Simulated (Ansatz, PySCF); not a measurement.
This PySCF input computes a CCSD(T)/cc-pVDZ energy:

```python
from pyscf import gto, scf, mp, cc as ccmod

mol = gto.M(
    atom='''
    O     0.44187469    1.33485861    0.12974526
    C    -0.05433681    0.28429606    0.03240259
    N     1.01706973   -0.94595571   -0.13354246
    C    -1.45221658   -0.19963021    0.02418072
    H     0.82672373   -1.72574334    0.50046318
    H    -2.11892134    0.65910120    0.05169695
    H    -1.64770358   -0.79921607   -0.86796571
    H    -1.63131075   -0.83031322    0.89974415
    H     1.94584384   -0.56465997    0.06579244
    H     1.01020268   -1.30434259   -1.09239559
    ''',
    basis='cc-pvdz',
    charge=1,
    spin=0,
    verbose=4,
)

mf = scf.RHF(mol)
mf.conv_tol = 1e-10
mf.max_cycle = 100
mf.kernel()
mp2 = mp.MP2(mf, frozen=4).run()
cc = ccmod.CCSD(mf, frozen=4)
cc.max_cycle = 100
cc.kernel()
et = cc.ccsd_t()
print(f'E(CCSD(T)) = {cc.e_tot + et:.9f}')
```

Question: Write an input for the same energy in Ansatz (a quantum-chemistry and plane-wave program) and say what it gives.

Answer: 
Ansatz 0.2 input:
```yaml
crystal:
  periodic: [false, false, false]
  atoms:
    - {symbol: O, position_ang: [0.44187469, 1.33485861, 0.12974526]}
    - {symbol: C, position_ang: [-0.05433681, 0.28429606, 0.03240259]}
    - {symbol: N, position_ang: [1.01706973, -0.94595571, -0.13354246]}
    - {symbol: C, position_ang: [-1.45221658, -0.19963021, 0.02418072]}
    - {symbol: H, position_ang: [0.82672373, -1.72574334, 0.50046318]}
    - {symbol: H, position_ang: [-2.11892134, 0.65910120, 0.05169695]}
    - {symbol: H, position_ang: [-1.64770358, -0.79921607, -0.86796571]}
    - {symbol: H, position_ang: [-1.63131075, -0.83031322, 0.89974415]}
    - {symbol: H, position_ang: [1.94584384, -0.56465997, 0.06579244]}
    - {symbol: H, position_ang: [1.01020268, -1.30434259, -1.09239559]}
basis:
  gaussian:
    orbitals: cc-pVDZ
total_charge: 1
magnetization: {spin_polarized: false}
correlation: {method: ccsd_t, electrons: outside_noble_gas}
```
It gives -209.00091 Eh, and PySCF -209.00091 Eh, a difference of 0.00 mEh.

It need not be the lowest isomer of its formula.
